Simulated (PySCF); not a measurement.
Geometries of 3 isomers of C5H5F, from PySCF, PBE0-D3(BJ)/def2-SVP geometry optimisation, gas phase. One conformer each, no zero-point energy, no frequencies.

Problem. Which isomer lies lowest at this level?
A.
```xyz
11
angstrom
F     -1.820    1.514    0.075
C     -0.605    0.998   -0.024
C      0.511    1.609   -0.463
C      1.594    0.625   -0.387
C      1.129   -0.550    0.091
C     -0.337   -0.414    0.372
H      0.592    2.638   -0.810
H      2.625    0.831   -0.679
H      1.701   -1.462    0.257
H     -0.955   -1.121   -0.211
H     -0.585   -0.588    1.434
```
B.
```xyz
11
angstrom
F      0.776    1.615   -0.964
C      0.224    0.627   -0.240
C     -1.238    0.534    0.133
C     -1.253   -0.790   -0.103
C      0.197   -0.837   -0.550
C      1.072   -0.302    0.580
H     -1.924    1.228    0.624
H     -1.961   -1.584    0.150
H      0.611   -1.326   -1.434
H      2.143   -0.248    0.354
H      0.822   -0.525    1.623
```
C.
```xyz
11
angstrom
C      2.139   -0.085    1.499
C      1.212    0.185    0.769
C      0.100    0.494   -0.094
F      0.250    1.667   -0.771
C     -0.634   -0.589   -0.825
C     -1.302    0.146    0.302
H      2.963   -0.317    2.148
H     -0.935   -0.334   -1.844
H     -0.310   -1.621   -0.672
H     -1.455   -0.364    1.256
H     -2.054    0.895    0.042
```

Solution. A. That is `C1C=CCC=1F`, 46.7 kcal/mol below the next.

| SMILES | atoms numbered as above | E (Eh) | relative (kcal/mol) | relative (kJ/mol) | dipole (D) |
| --- | --- | --- | --- | --- | --- |
| FC1=CC=CC1 | [F:1][C:2]1=[CH:3][CH:4]=[CH:5][CH2:6]1 | -292.80405 | 0.0 | 0.0 | 1.09 |
| C#CC1(F)CC1 | [CH:1]#[C:2][C:3]1([F:4])[CH2:5][CH2:6]1 | -292.72956 | 46.7 | 195.6 | 1.75 |
| F[C@@]12C=C[C@@H]1C2 | [F:1][C@@:2]12[CH:3]=[CH:4][C@@H:5]1[CH2:6]2 | -292.72869 | 47.3 | 197.9 | 1.52 |

As drawn, the highest has a three-membered ring and a four-membered ring, which the lowest lacks.
